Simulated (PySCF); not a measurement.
**Relaxation of triplet OF2**

Level of theory: PySCF, UPBE0, basis O def2-TZVP, F def2-TZVP (no relativity, density fitting). A (50,194) grid was used.

A hand-made linear start, of D∞h symmetry, held to at least that symmetry:

Coordinates in bohr (charge 0 multiplicity 3):
```
O     0.0000    0.0000    0.0000
F     0.0000    0.0000    2.4000
F     0.0000    0.0000   -2.4000
```

What does it relax to?

It ends at D∞h with O–F 1.546 Å (×2); F–O–F 180.0°. A frequency run shows 1 imaginary mode, down to 1041i cm⁻¹, so it is a saddle point. Other isomers or separated fragments may lie lower.

How much energy is released, and in how many steps?

266.4 kJ/mol in 5 steps.

At this level a singlet minimum of C2v symmetry lies 258 kJ/mol below this structure.

The relaxation took about 17 core-seconds on a shared host.
